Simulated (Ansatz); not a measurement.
**PH (triplet): from Hartree-Fock to the top rungs, aug-cc-pVTZ**

One table from this session's results is given with a row withheld; the runs are named, their logs left out.

Program: Ansatz 0.2.0, Gaussian basis. Level of theory: aug-cc-pVTZ, core rule «outside noble gas», up to 5 orbitals frozen. These are calculated values, not measurements.

The runs, in order: UHF; CCSD(T) on ROHF; CCSD(T) on UHF; BCCD(T) on ROHF; CCSDT(Q) on ROHF; CCSDT(Q) on UHF; CASSCF and MRCISD+Q, 6 electrons in 5 orbitals; CASSCF and NEVPT2, 6 electrons in 5 orbitals.

5 further runs of the same task are left out: 1 that didn't finish, 4 set aside as unsound or not needed.

### What is computed

The geometry is a PBE0/def2-TZVP stationary point (not a proven minimum) of the parent state, kept for this charge and spin.

2 atoms, charge 0, spin multiplicity 3.

Atoms are counted from 1 here; the program's logs count them from 0.

Bond lengths: P1–H2 1.427 Å.

Set-up of the first run:

Input file in.yaml:

```yaml
crystal:
  periodic: [false, false, false]
  atoms:
    - {symbol: P, position_ang: [0.000000, 0.000000, 0.000000]}
    - {symbol: H, position_ang: [0.000000, 0.000000, 1.427400]}
basis:
  gaussian: {orbitals: aug-cc-pVTZ}
magnetization: {spin_polarized: true, initial_magnetization: 2}
hamiltonian: {xc: hf}
output: {orbitals: {seedname: orbitals}}
```

On the command line:

```
> ansatz run in.yaml --threads 1 --pin off --events-out ev --progress --plain --max-ram 3956MiB --backend cpu
```

Steps of the session up to this table: UHF; CCSD(T) on ROHF; CCSD(T) on UHF; BCCD(T) on ROHF; CCSDT(Q) on ROHF; CCSDT(Q) on UHF; CASSCF and MRCISD+Q, 6 electrons in 5 orbitals; CASSCF and NEVPT2, 6 electrons in 5 orbitals.

One of the session's tables, all rows but one given; the rest of the session is left out.

It belongs to the step «Misses and costs». 

| method | from UCCSDT(Q) (kJ/mol) |
| --- | --- |
| ROHF | +380.8 |
| UHF | +361.8 |
| RMP2 | +73.7 |
| UMP2 | +78.0 |
| RCCSD | +16.1 |
| UCCSD | +15.3 |
| RCCSD(T) | +2.9 |
| UCCSD(T) | +2.8 |
| BCCD(T) | +2.9 |
| RCCSDT | +0.5 |
| UCCSDT | ? |
| RCCSDT(Q) | +0.1 |
| UCCSDT(Q) | 0 |
| CASSCF valence | +327.3 |
| NEVPT2 valence | +76.2 |
| MRCISD valence | +21.3 |
| MRCISD+Q valence | +1.2 |

Q: Estimate the row for UCCSDT from the others.

The run gave: from UCCSDT(Q) (kJ/mol): +0.4. In the column «from UCCSDT(Q) (kJ/mol)» it lies between RCCSDT(Q) (+0.1) and RCCSDT (+0.5).

Caveats from the session: Restricted and unrestricted rows rest on different reference determinants; where their highest levels disagree by more than a few hundredths of an eV, they describe different states and don't form one ladder.
